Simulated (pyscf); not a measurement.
ZnH₂ + hydrogen (H₂) -> ZnH₂ + hydrogen (H₂) (four-centre exchange; singlet surface; H–Zn, H–H broken, H–Zn, H–H formed). Single points on ωB97X-D3(BJ)/def2-SVP structures (PySCF, gas phase). Energies in eV from the separated reactants.

| level | barrier | reaction energy |
|---|---|---|
| ωB97X-D3(BJ)/def2-TZVP | 1.67 | 0.00 |
| r²SCAN/def2-TZVP | 1.46 | 0.00 |
| B3LYP-D3(BJ)/def2-TZVP | 1.67 | 0.00 |
| PBE0-D3(BJ)/def2-TZVP | 1.51 | 0.00 |
| M06-2X/def2-TZVP | … | 0.00 |
| HF/def2-TZVP | … | 0.00 |

Question: Fill in the missing entries.

Answer: 
- M06-2X/def2-TZVP, barrier: 1.70
- HF/def2-TZVP, barrier: 2.15

The functionals in the table span 0.24 eV in this barrier, from r²SCAN to M06-2X. At the saddle there is also a short H–Zn contact that neither side keeps. This is the saddle that the search found; another between the same sides may lie lower. Elements up to Kr have no core potential and no relativistic terms here.
